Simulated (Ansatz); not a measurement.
The input, for Ansatz 0.2.0:

```yaml
crystal:
  periodic: [false, false, false]
  atoms:
    - {symbol: Si, position_ang: [0.000000, 0.000000, 0.000000]}
    - {symbol: H, position_ang: [0.000000, 0.000000, 3.952000]}
basis:
  gaussian: {orbitals: cc-pVTZ}
magnetization: {spin_polarized: false, initial_magnetization: 3}
correlation: {method: fic_mrcisd_q, electrons: outside_noble_gas, active_space: {window: {electrons: 5, orbitals: 5}, shells: [{species: H, l: s, shell: 1}, {species: Si, l: s, shell: 3}, {species: Si, l: p, shell: 3}]}}
```

```sh
$ ansatz run in.yaml --threads 1 --pin off --events-out ev --progress --plain --max-ram 2393MiB
```

(1) Roughly how long does this take on 1 thread of Arm Neoverse V1, shared host, and how much host memory?

```
444 factors; integrals over basis functions are off by at most 1.4e-7 eV
mean field evaluation 1: about -7873.0001 eV, gradient 5.9e0 eV
mean field evaluation 2: about -7873.0012 eV, gradient 5.9e0 eV
mean field evaluation 4: about -7873.6642 eV, gradient 6.4e-1 eV
mean field evaluation 8: about -7873.6687 eV, gradient 2.4e-1 eV
mean field evaluation 16: about -7873.6472 eV, gradient 2.5e-4 eV
mean field evaluation 32: about -7873.6557 eV, gradient 1.4e0 eV
mean field evaluation 64: about -7873.6472 eV, gradient 9.4e-4 eV
mean field -7873.66986415 eV, -289.3520305426 hartree, gradient 2.6e-6 eV, S^2 3.750000; 7 other end points of the search recorded, 0 dependent functions left out
reference -7873.66986415 eV, -289.3520305426 hartree; 9, 6 occupied and 39, 42 virtual orbitals, 444 factors
state -7874.04972854 eV, -289.3659903011 hartree
contracted CI cycle   1: correlation 0.00000000 eV, 0.0000000000 hartree, residual 8.17e0 eV
contracted CI cycle   2: correlation -1.63356549 eV, -0.0600324246 hartree, residual 1.91e0 eV
contracted CI cycle   3: correlation -1.72221972 eV, -0.0632904072 hartree, residual 4.73e-1 eV
contracted CI cycle   4: correlation -1.72789601 eV, -0.0634990071 hartree, residual 1.27e-1 eV
contracted CI cycle   5: correlation -1.72833894 eV, -0.0635152845 hartree, residual 4.36e-2 eV
contracted CI cycle   6: correlation -1.72838135 eV, -0.0635168430 hartree, residual 1.44e-2 eV
contracted CI cycle   7: correlation -1.72838570 eV, -0.0635170028 hartree, residual 5.18e-3 eV
contracted CI cycle   8: correlation -1.72838628 eV, -0.0635170242 hartree, residual 1.64e-3 eV
contracted CI cycle   9: correlation -1.72838635 eV, -0.0635170266 hartree, residual 4.61e-4 eV
state -7874.04972854 eV, -289.3659903011 hartree; corrected -7875.87957759 eV, -289.4332360135 hartree
Total energy: -7875.87957759 eV, -289.4332360135 hartree
Checks for a lower state left out: starts, orbital_swaps
```

For the same geometry and basis full CI lies 18.8 meV lower.

## Answers

(1) 1.2 s wall and 0.21 GiB.
